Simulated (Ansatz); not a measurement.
A structure of AlN relaxed with PBEsol (plane waves to 420 eV, PAW, scalar-relativistic; Ansatz, a quantum-chemistry and plane-wave program); single points at other levels follow on the same geometry (Ansatz, PAW; HSE06 at 420 eV on a 8×8×8 k-mesh; no spin-orbit coupling). Space group F-43m (No. 216).

```
AlN
1.0
    0.00000     2.18881     2.18881
    2.18881     0.00000     2.18881
    2.18881     2.18881     0.00000
Al N
1 1
Direct
  0.25000   0.25000   0.25000
  0.00000   0.00000   0.00000
```

```tsv
level	gap (eV)	kind	conduction minimum
PBEsol	3.19	indirect	X
HSE06	?	–	?
```

Problem. Complete the blanks.

Solution. 
- HSE06, gap (eV): 4.55
- HSE06, conduction minimum: X

HSE06 gaps come from a coarse mesh plus a few chosen points, so they may be too large. No spin polarisation in the result.

Measured for AlN: a 4.368 Å (static lattice; corrected from measurement; as listed in Daniel Mejia-Rodriguez, S. B. Trickey, Phys. Rev. B (2018)); gap 5.34 eV (as listed in Daiki Deguchi et al., Japanese Journal of Applied Physics (2016)). Computed minus measured — a: PBEsol +0.2 %; gap: PBEsol -2.15 eV, HSE06 -0.79 eV. The computed values are for a static lattice, and a measured gap can be an optical one, lowered by exciton binding.

It was reached from a disturbed copy of a Pm-3m (No. 221) cell (CsCl type), against which it lies -1.64 eV/atom.
